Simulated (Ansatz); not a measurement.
# BSiH₂ (quartet): from Hartree-Fock to the top rungs, cc-pVDZ

Aim: climb from Hartree-Fock through coupled cluster and multireference methods for BSiH₂ (quartet) at one geometry and basis, and see what each rung misses.

Program: Ansatz 0.2.0, Gaussian basis. Level of theory: cc-pVDZ, core rule «outside noble gas», up to 6 orbitals frozen. These are calculated values, not measurements.

Plan: UHF; CCSD(T) on ROHF; CCSD(T) on UHF; BCCD(T) on ROHF; CISD; CCSDT(Q) on ROHF; CCSDT(Q) on UHF; CCSDTQ on ROHF; CASSCF and MRCISD+Q, 9 electrons in 10 orbitals; CASSCF and MRCISD+Q(relaxed), 9 electrons in 10 orbitals; CASSCF and NEVPT2, 9 electrons in 10 orbitals.

8 further runs of the same task are left out: 3 for a known fault of the program, 5 set aside as unsound or not needed.

## (1) The geometry

The geometry is a PBE0/def2-TZVP stationary point (not a proven minimum).

4 atoms, charge 0, spin multiplicity 4.

Atoms are counted from 1 here; the program's logs count them from 0.

Bond lengths: Si1–B2 1.871 Å, Si1–H3 1.488 Å, Si1–H4 1.488 Å. Angles: B2–Si1–H3 125.4°, B2–Si1–H4 125.4°, H3–Si1–H4 109.2°.

## (2) UHF

Contents of in.yaml:

```yaml
crystal:
  periodic: [false, false, false]
  atoms:
    - {symbol: Si, position_ang: [0.000000, 0.000000, 0.451790]}
    - {symbol: B, position_ang: [0.000000, 0.000000, -1.418773]}
    - {symbol: H, position_ang: [0.000000, 1.212692, 1.314369]}
    - {symbol: H, position_ang: [0.000000, -1.212692, 1.314369]}
basis:
  gaussian: {orbitals: cc-pVDZ}
magnetization: {spin_polarized: true, initial_magnetization: 3}
hamiltonian: {xc: hf}
output: {orbitals: {seedname: orbitals}}
```

Command:

```console
ansatz run in.yaml --threads 1 --pin off --events-out ev --progress --plain --max-ram 4096MiB --backend cpu
```

After this run come: CCSD(T) on ROHF; CCSD(T) on UHF; BCCD(T) on ROHF; CISD; CCSDT(Q) on ROHF; CCSDT(Q) on UHF; CCSDTQ on ROHF; CASSCF and MRCISD+Q, 9 electrons in 10 orbitals; CASSCF and MRCISD+Q(relaxed), 9 electrons in 10 orbitals; CASSCF and NEVPT2, 9 electrons in 10 orbitals.

Before running them: what should the planned runs give, taken together? Wanted: RCCSDTQ below the RHF energy; RMP2 from RCCSDTQ; UMP2 from RCCSDTQ; RCCSD from RCCSDTQ; RCCSD(T) from RCCSDTQ; UCCSD(T) from RCCSDTQ; RCCSDT(Q) from RCCSDTQ; UCCSDT(Q) from RCCSDTQ; NEVPT2 valence from RCCSDTQ.

As calculated:

```
                              quantity                                                                                                           value
          RCCSDTQ below the RHF energy                                                                                                      -4.4823 eV
                     RMP2 from RCCSDTQ                                                                                                     +1049.5 meV
                     UMP2 from RCCSDTQ                                                                                                     +1062.5 meV
                    RCCSD from RCCSDTQ                                                                                                      +170.4 meV
                 RCCSD(T) from RCCSDTQ                                                                                                       +40.8 meV
                 UCCSD(T) from RCCSDTQ                                                                                                       +40.6 meV
                RCCSDT(Q) from RCCSDTQ                                                                                                        +1.1 meV
                UCCSDT(Q) from RCCSDTQ                                                                                                        +0.6 meV
           NEVPT2 valence from RCCSDTQ                                                                                                      +798.9 meV
         MRCISD+Q valence from RCCSDTQ                                                                                                       +25.2 meV
MRCISD+Q(relaxed) valence from RCCSDTQ                                                                                                       -17.6 meV
     levels within 1 kcal/mol (43 meV)  RCCSD(T), UCCSD(T), BCCD(T), RCCSDT, UCCSDT, RCCSDT(Q), UCCSDT(Q), MRCISD+Q valence, MRCISD+Q(relaxed) valence
                         T1 diagnostic                                                                                                           0.021
        effectively unpaired electrons                                                                                                            3.02
```

RCCSD(T) lands +40.8 meV from the yardstick (0.9 % of the correlation energy). One determinant dominates. Of the multireference levels listed MRCISD+Q(relaxed) valence comes nearest in total energy (-17.6 meV), which doesn't show that its space is the better one. These misses are within one basis, not against nature; the frozen cores of restricted and unrestricted runs differ, which can shift their rows.
